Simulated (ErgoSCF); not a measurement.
**[SiH5]− (SMILES [H][Si-]([H])([H])([H])[H]), run twice**

Aim: the excited states of [SiH5]− at HSE(Ergo)/DunningDZ.

The calculation is run with ErgoSCF 3.8.

7 further runs of the same task are left out: 2 that didn't finish, 5 set aside as unsound or not needed.

## 1. Starting point

[SiH5]− has 6 atoms, charge -1, and is taken as a singlet. SMILES: `[H][Si-]([H])([H])([H])[H]`. Geometry: relaxed at GFN2-xTB.

Bond lengths: Si1–H2 1.639 Å, Si1–H3 1.644 Å, Si1–H4 1.491 Å, Si1–H5 1.491 Å, Si1–H6 1.491 Å. Angles: H2–Si1–H3 179.9°, H2–Si1–H4 90.0°, H2–Si1–H5 90.0°, H2–Si1–H6 90.1°, H3–Si1–H4 89.9°, H3–Si1–H5 90.0°, H3–Si1–H6 90.0°, H4–Si1–H5 120.1°, H4–Si1–H6 120.0°, H5–Si1–H6 120.0°.

## 2. Try one

job.ego

```
set_nthreads("env")
scf.output_mulliken_pop = 1
lr.max_iterations = 30
charge = -1
scf.max_number_of_iterations = 96
XC.type = "Turbo"
basis = "DunningDZ"
tmpdir = "."
scf.use_diagonalization = 1
molecule_inline Angstrom
Si    -0.000240     0.000230     0.001470
H     -0.019890    -0.007790     1.639910
H      0.021790     0.007860    -1.642440
H      1.490630     0.011850     0.019200
H     -0.757550     1.285100    -0.002620
H     -0.000240     0.000230     0.201470
EOF
get_excited_state "HSE" 5
```

Run with:

```
$ ergo < job.ego
```

Standard output:

```text
[...]
INSC SCF_general constructor, number of basis functions: 28
[...]
INSC Energy   1 =       -186.50383250900
[...]
INDE E_LUMO =          0.22206795065
[...]
INSC Energy  12 =       -278.72143607027  ( diff     -0.000000000005230 )
[...]
RESC CONVERGED after  12 iterations.
RESC FINAL ENERGY:       -278.72143607027
[...]
INSC SCF: dipole_moment_x [atomic units] =       0.12293236
INSC SCF: dipole_moment_y [atomic units] =       0.21628314
INSC SCF: dipole_moment_z [atomic units] =       0.17422845
[...]
```

Standard output:

```text
Inline main molecule with 6 atoms.
Step  1: ssize:  10 |r|=    0.0845308 shift=  0.123242
Step  2: ssize:  20 |r|=    0.0136505 shift=  0.119592
Step  3: ssize:  30 |r|=   0.00138328 shift=  0.119543
Step  4: ssize:  40 |r|=   0.00174947 shift=  0.278005
Step  5: ssize:  44 |r|=   0.00455597 shift=  0.320137
Step  6: ssize:  46 |r|=   0.00201867 shift=  0.320122
STATE 1 TRANSITION MOMENT:            -0.139153 ENERGY             3.252928 eV
STATE 2 TRANSITION MOMENT:             0.180796 ENERGY             4.804213 eV
STATE 3 TRANSITION MOMENT:            -0.215276 ENERGY             6.734103 eV
STATE 4 TRANSITION MOMENT:            -0.569062 ENERGY             7.564843 eV
STATE 5 TRANSITION MOMENT:             0.156255 ENERGY             8.710897 eV
STATE 1 TRANSITION MOMENT:            -0.253549 ENERGY             3.252928 eV
STATE 2 TRANSITION MOMENT:            -0.102238 ENERGY             4.804213 eV
STATE 3 TRANSITION MOMENT:            -0.371416 ENERGY             6.734103 eV
STATE 4 TRANSITION MOMENT:              -1.0217 ENERGY             7.564843 eV
STATE 5 TRANSITION MOMENT:             0.259797 ENERGY             8.710897 eV
STATE 1 TRANSITION MOMENT:            -0.621666 ENERGY             3.252928 eV
STATE 2 TRANSITION MOMENT:           0.00215168 ENERGY             4.804213 eV
STATE 3 TRANSITION MOMENT:             0.161381 ENERGY             6.734103 eV
STATE 4 TRANSITION MOMENT:            -0.754576 ENERGY             7.564843 eV
STATE 5 TRANSITION MOMENT:             -1.15383 ENERGY             8.710897 eV
Eigenvalue  1:     0.119542914 Tran.Mom.:      0.68565197
Eigenvalue  2:     0.176551568 Tran.Mom.:     0.207712586
Eigenvalue  3:     0.247473709 Tran.Mom.:     0.458625933
Eigenvalue  4:     0.278002867 Tran.Mom.:      1.39179594
Eigenvalue  5:     0.320119570 Tran.Mom.:      1.19299465
```

Run time: 23 s. Hardware: 1 thread of Intel Xeon at 2.50GHz (Skylake/Cascade Lake), shared host; peak memory 0.26 GiB.

## 3. Reading the log

It ran to the end. The result can't be trusted all the same.

The fault: two atoms lie on top of or far too near each other. As the program read them, the closest atoms are 0.20 Å apart, against 1.49 Å in the sound input.

## 4. The mended input

input.ego

```
set_nthreads(1)
molecule_inline Angstrom
Si -0.000240 0.000230 0.001470
H  -0.019890 -0.007790 1.639910
H  0.021790 0.007860 -1.642440
H  1.490630 0.011850 0.019200
H  -0.757550 1.285100 -0.002620
H  -0.734730 -1.297250 -0.015520
EOF
charge = -1
scf.use_diagonalization = 1
XC.type = "Turbo"
basis = "DunningDZ"
scf.output_mulliken_pop = 1
lr.max_iterations = 30
scf.max_number_of_iterations = 100
tmpdir = "."
get_excited_state "HSE" 5
```

Run with:

```
$ ergo input.ego
```

Standard output:

```text
[...]
INSC SCF_general constructor, number of basis functions: 28
[...]
INSC Energy   1 =       -198.26044363926
[...]
INDE E_LUMO =          0.28338464445
[...]
INSC Energy  11 =       -292.42031298056  ( diff     -0.000000000000341 )
[...]
RESC CONVERGED after  11 iterations.
RESC FINAL ENERGY:       -292.42031298056
[...]
INSC SCF: dipole_moment_x [atomic units] =      -0.00097421
INSC SCF: dipole_moment_y [atomic units] =      -0.00006063
INSC SCF: dipole_moment_z [atomic units] =       0.00903167
[...]
```

The script printed:

```text
Inline main molecule with 6 atoms.
Step  1: ssize:  10 |r|=    0.0944302 shift=  0.227338
Step  2: ssize:  20 |r|=    0.0129168 shift=  0.221295
Step  3: ssize:  30 |r|=   0.00135453 shift=  0.221206
Step  4: ssize:  40 |r|=   0.00135607 shift=  0.358870
Step  5: ssize:  44 |r|=   0.00620486 shift=  0.390171
STATE 1 TRANSITION MOMENT:            -0.189968 ENERGY             6.019298 eV
STATE 2 TRANSITION MOMENT:            -0.432614 ENERGY             6.027234 eV
STATE 3 TRANSITION MOMENT:            0.0001824 ENERGY             7.666792 eV
STATE 4 TRANSITION MOMENT:          0.000361768 ENERGY             9.765349 eV
STATE 5 TRANSITION MOMENT:            0.0101139 ENERGY            10.616859 eV
STATE 1 TRANSITION MOMENT:            -0.431532 ENERGY             6.019298 eV
STATE 2 TRANSITION MOMENT:             0.189816 ENERGY             6.027234 eV
STATE 3 TRANSITION MOMENT:         -0.000482788 ENERGY             7.666792 eV
STATE 4 TRANSITION MOMENT:          6.37046e-07 ENERGY             9.765349 eV
STATE 5 TRANSITION MOMENT:           0.00382668 ENERGY            10.616859 eV
STATE 1 TRANSITION MOMENT:          -0.00479613 ENERGY             6.019298 eV
STATE 2 TRANSITION MOMENT:          -0.00433784 ENERGY             6.027234 eV
STATE 3 TRANSITION MOMENT:           0.00906731 ENERGY             7.666792 eV
STATE 4 TRANSITION MOMENT:         -0.000150965 ENERGY             9.765349 eV
STATE 5 TRANSITION MOMENT:            -0.797958 ENERGY            10.616859 eV
Eigenvalue  1:     0.221205117 Tran.Mom.:      0.47151979
Eigenvalue  2:     0.221496752 Tran.Mom.:      0.47244393
Eigenvalue  3:     0.281749414 Tran.Mom.:   0.00908198485
Eigenvalue  4:     0.358869964 Tran.Mom.:  0.000392003467
Eigenvalue  5:     0.390162373 Tran.Mom.:     0.798031347
```

Wall time 19 s (1 thread of Intel Xeon at 2.50GHz (Skylake/Cascade Lake), shared host); peak memory 0.27 GiB.

The roots found:

```csv
excited state,energy (eV),strength
1,6.019,0.0328
2,6.027,0.0330
3,7.667,0.0000
4,9.765,0.0000
5,10.617,0.1657
```

## 5. Summary of results

At HSE(Ergo)/DunningDZ:

```
                quantity          value
            total energy  -292.42031 Eh
lowest excitation energy        6.02 eV
```

What this shows: The first attempt's energy was +372.765 eV off this one. The brightest of the 5 transitions from the ground state lies at 10.62 eV (117 nm, f = 0.166); the lowest, at 6.02 eV, has f = 0.033. For an anion, states without diffuse functions may be basis-held continuum. Mulliken charges run from -0.30 on H3 to +0.15 on Si1.
